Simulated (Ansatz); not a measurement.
Program: Ansatz. Geometries: PBE0-D4/def2-TZVP. ΔE: electronic, gas phase. CBS: MP2 limit from def2 TZ/QZ plus the TZ coupled-cluster correction, frozen cores. This one scheme is used for every species. Functionals use def2-TZVPP. Each species was taken in one conformer, which may not be the lowest.

`COCCF` + HCl → `FCCCl` + CH₃OH  (substitution at a C–O bond)

`COCCF`:

```xyz
12

C    -1.025    1.326    0.104
O    -1.117   -0.008   -0.337
C    -0.169   -0.873    0.222
C     1.199   -0.798   -0.407
F     1.876    0.346   -0.014
H    -1.900    1.848   -0.284
H    -1.037    1.380    1.201
H    -0.119    1.821   -0.258
H    -0.078   -0.711    1.307
H    -0.547   -1.889    0.065
H     1.117   -0.780   -1.498
H     1.799   -1.661   -0.099
```

HCl:

```xyz
2

Cl   -0.473   -0.200    0.381
H     0.473    0.200   -0.381
```

`FCCCl`:

Z-matrix (Å, degrees):
```
C
C 1 1.509
F 1 1.381 2 108.5
H 1 1.093 2 110.9 3 -119.1
H 1 1.093 2 110.9 3 119.1
Cl 2 1.776 1 109.1 3 179.9
H 2 1.089 1 111.1 3 61.0
H 2 1.089 1 111.1 3 -61.2
```

CH₃OH:

Z-matrix (Å, degrees):
```
C
O 1 1.409
H 1 1.097 2 112.4
H 1 1.090 2 107.0 3 -118.5
H 1 1.097 2 112.4 3 123.0
H 2 0.959 1 108.5 3 -61.6
```

```csv
level,ΔE (kJ/mol)
ωB97X-V,-6.2
ωB97M-V,-7.4
PBE0,-11.8
HF/def2-TZVPP,-10.0
```

What does CCSD(T)/CBS give? (Estimate.)

Ansatz gave: -11.5 kJ/mol. The listed levels differ from it by 5.3, 4.1, -0.3, 1.5 kJ/mol.

Largest T1 diagnostic among the species: 0.011.

The D4 term adds +3.3 kJ/mol with B3LYP and +2.1 kJ/mol with PBE0; it sums over pairs of atoms, weighted by their polarisabilities, and B3LYP, whose exchange is more repulsive, gets the larger term.

B3LYP here is the variant with VWN-RPA as its local correlation; programs differ in this.
